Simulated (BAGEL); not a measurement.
# [AlH4]− (SMILES [AlH4-]) at CASPT2(8,8)/6-31G(d) (density fitting with qzvpp-jkfit, spherical functions)

What is the energy change on altering one bond length of [AlH4]− at CASPT2(8,8)/6-31G* (density fitting with qzvpp-jkfit, spherical functions)? 

The results are computed with BAGEL 1.2.2.

### 1 The molecule

[AlH4]−: 5 atoms, total charge -1, spin state singlet. As SMILES, `[AlH4-]`. Geometry: a GFN2-xTB relaxation, a rough one for these elements and not checked as a minimum.

Bond lengths: Al1–H2 1.628 Å, Al1–H3 1.628 Å, Al1–H4 1.628 Å, Al1–H5 1.627 Å. Angles: H2–Al1–H3 109.4°, H2–Al1–H4 109.5°, H2–Al1–H5 109.4°, H3–Al1–H4 109.5°, H3–Al1–H5 109.4°, H4–Al1–H5 109.6°.

### 2 A single-point energy at CASPT2(8,8)/6-31G(d) (density fitting with qzvpp-jkfit, spherical functions)

Input file input.json:

```json
{ "bagel" : [

{
  "title" : "molecule",
  "basis" : "6-31gs.json",
  "df_basis" : "qzvpp-jkfit",
  "angstrom" : true,
  "geometry" : [
    { "atom" : "Al", "xyz" : [      -0.000020,       0.000060,      -0.001080 ] },
    { "atom" : "H", "xyz" : [       1.443510,      -0.504270,       0.556410 ] },
    { "atom" : "H", "xyz" : [      -1.182970,      -0.604500,       0.939130 ] },
    { "atom" : "H", "xyz" : [      -0.203840,      -0.517130,      -1.530710 ] },
    { "atom" : "H", "xyz" : [      -0.056670,       1.625850,       0.036250 ] }
  ]
},

{ "title" : "hf", "charge" : -1 },

{ "title" : "casscf", "nstate" : 1, "nact" : 8, "nclosed" : 5, "charge" : -1, "maxiter" : 200, "natocc" : true },

{ "title" : "print", "file" : "orbitals.molden", "orbitals" : true },

{ "title" : "smith", "method" : "caspt2", "ms" : true, "xms" : true, "sssr" : true, "shift" : 0.0, "ncore" : 5 }

]}
```

The basis set 6-31G* is read from a file made from the Basis Set Exchange's data (not shown).

Run with:

```console
BAGEL_NUM_THREADS=1 BAGEL input.json > input.out
```

Standard output:

```text
* using 1 threads per process

  ===============================================================
  ===============================================================

  *** Geometry ***

  { "atom" : "Al", "xyz" : [     -0.000038,      0.000113,     -0.002041 ] },
  { "atom" : "H", "xyz" : [      2.727839,     -0.952932,      1.051463 ] },
  { "atom" : "H", "xyz" : [     -2.235489,     -1.142339,      1.774698 ] },
  { "atom" : "H", "xyz" : [     -0.385202,     -0.977234,     -2.892623 ] },
  { "atom" : "H", "xyz" : [     -0.107091,      3.072411,      0.068503 ] },

  Number of auxiliary basis functions:      200

  Since a DF basis is specified, we compute 2- and 3-index integrals:
    o Being stored without compression. Storage requirement is 0.001 GB

  Number of basis functions:       26
  Number of electrons      :       17

    * METHOD: MOLECULE                             0.02

  *** RHF ***

  === Nuclear Repulsion ===
    18.1028843584

      * DIIS with orbital gradients will be used.

  === RHF iteration (6-31gs.json) ===
      0       -244.19005825          0.01156455           0.00
      1       -244.21088122          0.00248778           0.00
      2       -244.21191594          0.00031645           0.00
      3       -244.21193830          0.00002581           0.00
      4       -244.21193847          0.00000205           0.00
      5       -244.21193847          0.00000033           0.00
      6       -244.21193847          0.00000005           0.00
      7       -244.21193847          0.00000000           0.00
    * SCF iteration converged.

    * Permanent dipole moment:
           (    0.000099,    -0.000374,     0.004149) a.u.

    * METHOD: HF                                   0.04

  ---------------------------
      CASSCF calculation
  ---------------------------

    * nstate   :      1
    * nclosed  :      5
    * nact     :      8
    * nvirt    :     13
  === CASSCF iteration (6-31gs.json) ===

    * Using the second-order algorithm

      0  0      -244.21729599     1.29e-03      0.03

      1  0      -244.24384319     4.65e-03      0.04

      2  0      -244.26083966     9.68e-04      0.04

      3  0      -244.26324040     7.64e-04      0.04

      4  0      -244.26336739     4.20e-04      0.04

      5  0      -244.26338038     2.06e-04      0.04

      6  0      -244.26338300     9.81e-05      0.04

      7  0      -244.26338358     4.62e-05      0.04

      8  0      -244.26338370     2.17e-05      0.04

      9  0      -244.26338373     1.02e-05      0.04

     10  0      -244.26338374     4.79e-06      0.04

     11  0      -244.26338374     2.25e-06      0.04

     12  0      -244.26338374     1.05e-06      0.04

     13  0      -244.26338374     4.95e-07      0.04

     14  0      -244.26338374     2.32e-07      0.04

     15  0      -244.26338374     1.09e-07      0.04

     16  0      -244.26338374     5.10e-08      0.03

     17  0      -244.26338374     2.39e-08      0.03

     18  0      -244.26338374     1.12e-08      0.03

     19  0      -244.26338374     5.25e-09      0.03

    * Second-order optimization converged. *

     guess   0:   closed 1111....             open ........

  === FCI iteration ===

      0  0      -244.21104563     3.85e-03      0.00
      1  0      -244.26167296     9.29e-04      0.00
      2  0      -244.26332541     1.81e-04      0.00
      3  0      -244.26338180     3.49e-05      0.00
      4  0      -244.26338367     5.59e-06      0.00
      5  0      -244.26338373     1.38e-06      0.00
      6  0      -244.26338374     3.05e-07      0.00
      7  0      -244.26338374     6.38e-08      0.00
      8  0      -244.26338374     1.64e-08      0.00
      9  0      -244.26338374     3.62e-09      0.00
     10  0      -244.26338374     6.88e-10      0.00
     11  0      -244.26338374     1.53e-10      0.00
     12  0 *    -244.26338374     2.70e-11      0.00

     * ci vector, state   0, <S^2> = -0.0000
       2222....     0.9812056418

    * METHOD: CASSCF                               0.74

    * METHOD: PRINT                                0.00

  === SMITH program ===

    * freezing 5 orbitals

    * Approximate memory requirement for SMITH calulation per MPI process:
      o Storage requirement for T-amplitude, lambda, and residual is 0.00 GB
      o Storage requirement for MO integrals is 0.00 GB
    * Calculating and saving rdm4f

    * Zeroth order energy : state  0       -1.7108494181

    * CASPT2 iteration is performed using redundant basis

      ---- iteration ----

        0    -0.03156889     0.00872048      0.04
        1    -0.03237443     0.00173852      0.04
        2    -0.03241862     0.00028205      0.04
        3    -0.03241956     0.00006412      0.04
        4    -0.03241963     0.00001000      0.04
        5    -0.03241963     0.00000187      0.04
        6    -0.03241963     0.00000029      0.04

      -------------------

    * CASPT2 energy : state  0     -244.2958033686
        reference weight              0.9825660879

    * METHOD: SMITH                                1.06

  ===============================================================
```

It took 2 s on 1 thread of Arm Neoverse V2, shared host; peak memory 0.28 GiB.

### 3 The distorted shape

Input file calc.json:

```json
{ "bagel" : [

{
  "title" : "molecule",
  "basis" : "6-31gs.json",
  "df_basis" : "qzvpp-jkfit",
  "angstrom" : "true",
  "geometry" : [
    { "atom" : "Al", "xyz" : [    0.028305,   -0.812828,   -0.019745 ] },
    { "atom" : "H", "xyz" : [    1.471835,   -1.317158,    0.537745 ] },
    { "atom" : "H", "xyz" : [   -1.154645,   -1.417388,    0.920465 ] },
    { "atom" : "H", "xyz" : [   -0.175515,   -1.330018,   -1.549375 ] },
    { "atom" : "H", "xyz" : [   -0.056670,    1.625850,    0.036250 ] }
  ]
},
{
  "title" : "hf",
  "charge" : -1
},
{
  "title" : "casscf",
  "nstate" : 1,
  "nact" : 8,
  "nclosed" : 5,
  "charge" : -1,
  "maxiter" : 200,
  "natocc" : "true"
},
{
  "title" : "print",
  "file" : "orbitals.molden",
  "orbitals" : "true"
},
{
  "title" : "smith",
  "method" : "caspt2",
  "ms" : "true",
  "xms" : "true",
  "sssr" : "true",
  "shift" : 0.0,
  "ncore" : 5
}

]}
```

The basis set 6-31G* is read from a file made from the Basis Set Exchange's data (not shown).

Run with:

```console
BAGEL_NUM_THREADS=1 BAGEL calc.json > calc.out
```

Standard output:

```text
* using 1 threads per process

  ===============================================================
  ===============================================================

  *** Geometry ***

  { "atom" : "Al", "xyz" : [      0.053489,     -1.536022,     -0.037313 ] },
  { "atom" : "H", "xyz" : [      2.781365,     -2.489068,      1.016191 ] },
  { "atom" : "H", "xyz" : [     -2.181963,     -2.678475,      1.739427 ] },
  { "atom" : "H", "xyz" : [     -0.331675,     -2.513370,     -2.927894 ] },
  { "atom" : "H", "xyz" : [     -0.107091,      3.072411,      0.068503 ] },

  Number of auxiliary basis functions:      200

  Since a DF basis is specified, we compute 2- and 3-index integrals:
    o Being stored without compression. Storage requirement is 0.001 GB

  Number of basis functions:       26
  Number of electrons      :       17

    * METHOD: MOLECULE                             0.02

  *** RHF ***

  === Nuclear Repulsion ===
    16.5694933752

      * DIIS with orbital gradients will be used.

  === RHF iteration (6-31gs.json) ===
      0       -244.14266168          0.01173915           0.00
      1       -244.16174558          0.00299119           0.00
      2       -244.16321520          0.00027946           0.00
      3       -244.16323081          0.00003859           0.00
      4       -244.16323112          0.00000644           0.00
      5       -244.16323113          0.00000047           0.00
      6       -244.16323113          0.00000011           0.00
      7       -244.16323113          0.00000001           0.00
      8       -244.16323113          0.00000000           0.00
    * SCF iteration converged.

    * Permanent dipole moment:
           (   -0.040615,     1.166907,     0.030547) a.u.

    * METHOD: HF                                   0.04

  ---------------------------
      CASSCF calculation
  ---------------------------

    * nstate   :      1
    * nclosed  :      5
    * nact     :      8
    * nvirt    :     13
  === CASSCF iteration (6-31gs.json) ===

    * Using the second-order algorithm

      0  0      -244.17934019     3.87e-03      0.03

      1  0      -244.20566333     3.87e-03      0.04

      2  0      -244.22254473     1.14e-03      0.04

      3  0      -244.22474466     8.87e-04      0.04

      4  0      -244.22488874     4.39e-04      0.04

      5  0      -244.22490281     1.97e-04      0.04

      6  0      -244.22490520     8.60e-05      0.04

      7  0      -244.22490564     3.74e-05      0.04

      8  0      -244.22490573     1.62e-05      0.04

      9  0      -244.22490574     7.04e-06      0.04

     10  0      -244.22490575     3.05e-06      0.04

     11  0      -244.22490575     1.33e-06      0.04

     12  0      -244.22490575     5.76e-07      0.04

     13  0      -244.22490575     2.50e-07      0.04

     14  0      -244.22490575     1.09e-07      0.04

     15  0      -244.22490575     4.72e-08      0.04

     16  0      -244.22490575     2.05e-08      0.04

     17  0      -244.22490575     8.91e-09      0.04

    * Second-order optimization converged. *

     guess   0:   closed 1111....             open ........

  === FCI iteration ===

      0  0      -244.16133641     3.81e-03      0.00
      1  0      -244.22119638     1.16e-03      0.00
      2  0      -244.22467066     3.06e-04      0.00
      3  0      -244.22489598     6.74e-05      0.00
      4  0      -244.22490539     1.21e-05      0.00
      5  0      -244.22490572     3.26e-06      0.00
      6  0      -244.22490575     7.55e-07      0.00
      7  0      -244.22490575     1.69e-07      0.00
      8  0      -244.22490575     4.73e-08      0.00
      9  0      -244.22490575     1.11e-08      0.00
     10  0      -244.22490575     2.55e-09      0.00
     11  0      -244.22490575     6.25e-10      0.00
     12  0      -244.22490575     1.10e-10      0.00
     13  0 *    -244.22490575     2.72e-11      0.00

     * ci vector, state   0, <S^2> = 0.0000
       2222....    -0.9686833277
       222.2...     0.1730147640

    * METHOD: CASSCF                               0.70

    * METHOD: PRINT                                0.00

  === SMITH program ===

    * freezing 5 orbitals

    * Approximate memory requirement for SMITH calulation per MPI process:
      o Storage requirement for T-amplitude, lambda, and residual is 0.00 GB
      o Storage requirement for MO integrals is 0.00 GB
    * Calculating and saving rdm4f

    * Zeroth order energy : state  0       -1.6592354530

    * CASPT2 iteration is performed using redundant basis

      ---- iteration ----

        0    -0.02746054     0.00783602      0.04
        1    -0.02815320     0.00145778      0.04
        2    -0.02818666     0.00026967      0.04
        3    -0.02818754     0.00005476      0.04
        4    -0.02818760     0.00000982      0.05
        5    -0.02818760     0.00000179      0.05
        6    -0.02818760     0.00000034      0.04

      -------------------

    * CASPT2 energy : state  0     -244.2530933470
        reference weight              0.9843625740

    * METHOD: SMITH                                1.10

  ===============================================================
```

It took 2 s on 1 thread of Arm Neoverse V2, shared host; peak memory 0.28 GiB.

### 4 Outcome

At CASPT2(8,8)/6-31G* (density fitting with qzvpp-jkfit, spherical functions), 5 core orbitals frozen:

| quantity | value |
| --- | --- |
| first shape: total energy | -244.29580 Eh |
| distorted shape: total energy | -244.25309 Eh |
| energy change with the Al1–H5 bond stretched from 1.627 to 2.441 Å | 1.162 eV |

**Reading.** With the Al1–H5 bond stretched from 1.627 to 2.441 Å the energy rises by 1.16 eV (112 kJ/mol). The first shape isn't relaxed at this level, so the change isn't measured from a minimum.
